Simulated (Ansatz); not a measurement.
# BSiHO (triplet): from Hartree-Fock to the top rungs at distance O2–Si3 = 1.506 Å, cc-pVDZ

How much of the correlation energy of BSiHO (triplet) does each wave-function method recover here?

The runs use Ansatz 0.2.0, Gaussian basis; cc-pVDZ, correlated electrons: outside noble gas.

To be run: UHF; CCSD(T) on ROHF; CCSD(T) on UHF; BCCD(T) on ROHF; CISD; CCSDT(Q) on ROHF; CCSDT(Q) on UHF; CASSCF and MRCISD+Q, 4 electrons in 4 orbitals; CASSCF and NEVPT2, 4 electrons in 4 orbitals.

### 1 The system

The geometry derives from a PBE0/def2-TZVP stationary point (not a proven minimum). One bond is set to the value named and the two fragments are kept rigid.

4 atoms, charge 0, spin multiplicity 3.

Atoms are counted from 1 here; the program's logs count them from 0.

Bond lengths: B1–O2 1.301 Å, B1–H4 1.196 Å, O2–Si3 1.506 Å. Angles: O2–B1–H4 128.4°, B1–O2–Si3 176.8°.

In the tables R marks a restricted open-shell determinant and U an unrestricted one; 'pair' is the active space of 4 electrons in 4 orbitals; correlation energies count from the lowest restricted Hartree-Fock solution.

### 2 UHF

Contents of in.yaml:

```yaml
crystal:
  periodic: [false, false, false]
  atoms:
    - {symbol: B, position_ang: [0.000012, -0.288289, 0.817860]}
    - {symbol: O, position_ang: [-0.000018, -0.170305, -0.478032]}
    - {symbol: Si, position_ang: [0.000001, -0.118825, -1.983152]}
    - {symbol: H, position_ang: [0.000004, 0.577418, 1.643323]}
basis:
  gaussian: {orbitals: cc-pVDZ}
magnetization: {spin_polarized: true, initial_magnetization: 2}
hamiltonian: {xc: hf}
output: {orbitals: {seedname: orbitals}}
```

Command:

```
ansatz run in.yaml --threads 1 --pin off --events-out ev --progress --plain --max-ram 2393MiB
```

The runs that follow: CCSD(T) on ROHF; CCSD(T) on UHF; BCCD(T) on ROHF; CISD; CCSDT(Q) on ROHF; CCSDT(Q) on UHF; CASSCF and MRCISD+Q, 4 electrons in 4 orbitals; CASSCF and NEVPT2, 4 electrons in 4 orbitals.

Before running them: what should the planned runs give, taken together? Wanted: correlation energy, UCCSDT(Q); RMP2 from UCCSDT(Q); UMP2 from UCCSDT(Q); RCCSD from UCCSDT(Q); RCCSD(T) from UCCSDT(Q); UCCSD(T) from UCCSDT(Q); RCCSDT(Q) from UCCSDT(Q); NEVPT2 pair from UCCSDT(Q); MRCISD+Q pair from UCCSDT(Q).

As calculated:

| quantity | value |
| --- | --- |
| correlation energy, UCCSDT(Q) | -9.3730 eV |
| RMP2 from UCCSDT(Q) | +109.0 kJ/mol |
| UMP2 from UCCSDT(Q) | +109.1 kJ/mol |
| RCCSD from UCCSDT(Q) | +31.6 kJ/mol |
| RCCSD(T) from UCCSDT(Q) | +6.1 kJ/mol |
| UCCSD(T) from UCCSDT(Q) | +6.1 kJ/mol |
| RCCSDT(Q) from UCCSDT(Q) | +0.4 kJ/mol |
| NEVPT2 pair from UCCSDT(Q) | +107.5 kJ/mol |
| MRCISD+Q pair from UCCSDT(Q) | +28.1 kJ/mol |
| levels of the table within 1 kcal/mol (43 meV) | RCCSDT, UCCSDT, RCCSDT(Q) |
| T1 diagnostic | 0.035 |

In words: RCCSD(T) lands +6.1 kJ/mol from the yardstick (0.7 % of the correlation energy). Of the multireference levels listed MRCISD+Q pair comes nearest in total energy (+28.1 kJ/mol), which doesn't show that its space is the better one. These misses are within one basis, not against nature; the frozen cores of restricted and unrestricted runs differ, which can shift their rows.
